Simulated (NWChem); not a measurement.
System: isobutene (C$_{4}$H$_{8}$); SMILES C=C(C)C

All runs: NWChem. Pople sets run with spherical d functions. STO-3G and 3-21G are far too small for this property and stand as cheap habits. The geometry was optimised at PBE0/def2-SVP. Vertical excitations in the gas phase; the lowest state need not have the same character in each row.

| level | basis functions | lowest excitation, singlet (eV) | oscillator strength of that lowest state | lowest state with f > 0.02, singlet (eV) | oscillator strength of that bright state | orbital gap (eV) | relative time |
|---|---|---|---|---|---|---|---|
| Hartree-Fock/3-21G, CIS | 52 | 8.51 | 0.776 | 8.51 | 0.776 | 14.48 | 1 |
| Hartree-Fock/6-31G*, CIS | 72 | 8.24 | 0.730 | 8.24 | 0.730 | 14.39 | 4 |
| Hartree-Fock/6-31+G*, CIS | 88 | 7.15 | 0.036 | 7.15 | 0.036 | 11.76 | 6 |
| Hartree-Fock/def2-SVP, CIS | 96 | 8.09 | 0.746 | 8.09 | 0.746 | 14.13 | 7 |
| Hartree-Fock/def2-SVPD, CIS | 144 | 7.36 | 0.019 | 7.73 | 0.655 | 12.08 | 30 |

Relative times are rough (shared machine, one core).
